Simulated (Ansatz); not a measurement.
Results of LDA in Ansatz (plane waves, PAW) for PdS (P4₂/m, No. 84).

From the output:

```
Crystal: 16 atoms, lattice volume = 263.352 Å³
Basis set: ecut = 520 eV, 7053 PW (Γ), exchange–correlation on 96×96×100 points (8 copies of the dense FFT grid, shifted against one another)
Bands: 116, of which v1, the nominal top of the filled ones, is band 96 counted from 1 (95 counted from 0)
Symmetry: 8 space group operations
Space group: P42/m (ITA 84), of the structure as read, at distance tolerance 6.4e-5 Å
k-points: 135 of 800
Functional: x = slater, c = lda
SCF iter   1: F=—  HF=-61720.247360 eV  |F-HF|=—  |Δ(HF+E_count)|=         —  Δρ=1.04e-2  dr2=2.27e-1
SCF iter   2: F=—  HF=-61720.199809 eV  |F-HF|=—  |Δ(HF+E_count)|=   4.76e-2  Δρ=4.53e-3  dr2=3.91e-2
  ...
SCF iter   9: F=—  HF=-61720.188204 eV  |F-HF|=—  |Δ(HF+E_count)|=   1.08e-8  Δρ=7.96e-7  dr2=4.45e-9
SCF iter  10: F=-61720.188204 eV  HF=-61720.188204 eV  |F-HF|=3.20e-10  |Δ(HF+E_count)|=  7.28e-10  Δρ=2.78e-7  dr2=4.15e-10
SCF 1 converged in 10 iterations: F = -61720.188204 eV  dr2 = 4.15e-10
SCF converged after 10 iterations
Free energy (F): -61720.188204 eV
Internal energy: -61720.184193 eV  (E = F + TS)
E sigma→0 (E₀):  -61720.186198 eV
Fermi energy:    12.519804 eV
--- Stress (GPa, compression-positive) ---
        0.000584       0.000000       0.000000
       -0.000000       0.000584       0.000000
        0.000000       0.000000      -0.004619
  P = ⅓ Tr σ = -0.0012 GPa (-0.012 kbar)
```

### Question
Write an input file that could have produced this run (the log leaves some choices open).

### Answer
One answer among several that fit: 
Ansatz 0.2 input:
```yaml
crystal:
  lattice:
    - [6.3499594439, 0.0, 0.0]
    - [0.0, 6.3499594439, 0.0]
    - [0.0, 0.0, 6.5312188205]
  atoms:
    - { symbol: Pd, position: [0.0, 0.5, 0.0] }
    - { symbol: Pd, position: [0.5, 0.0, 0.5] }
    - { symbol: Pd, position: [0.0, 0.0, 0.25] }
    - { symbol: Pd, position: [0.0, 0.0, 0.75] }
    - { symbol: Pd, position: [0.4716840418, 0.2586844151, 0.0] }
    - { symbol: Pd, position: [0.5283159582, 0.7413155849, 0.0] }
    - { symbol: Pd, position: [0.7413155849, 0.4716840418, 0.5] }
    - { symbol: Pd, position: [0.2586844151, 0.5283159582, 0.5] }
    - { symbol: S, position: [0.1949022631, 0.3066233611, 0.2279781979] }
    - { symbol: S, position: [0.8050977369, 0.6933766389, 0.2279781979] }
    - { symbol: S, position: [0.6933766389, 0.1949022631, 0.7279781979] }
    - { symbol: S, position: [0.3066233611, 0.8050977369, 0.7279781979] }
    - { symbol: S, position: [0.8050977369, 0.6933766389, 0.7720218021] }
    - { symbol: S, position: [0.1949022631, 0.3066233611, 0.7720218021] }
    - { symbol: S, position: [0.3066233611, 0.8050977369, 0.2720218021] }
    - { symbol: S, position: [0.6933766389, 0.1949022631, 0.2720218021] }
basis:
  ecutwfc: 520
  ecutrho_ratio: 4
  xc_grid: 2
kpoints:
  mp_grid: { grid: [10, 10, 8] }
hamiltonian:
  xc: lda
  dispersion: none
  pseudopotentials: { kind: paw }
scf:
  occupations: { method: fermi_dirac, width: 0.05 }
  convergence: { dr2_threshold: 0.0000000016 }
output:
  forces: true
  stress: true
  eigenvalues: true
```

The PAW data were made under PBE.

Note: the run has no spin polarisation, so it can have missed a magnetic state.

Ansatz is a first-principles code.
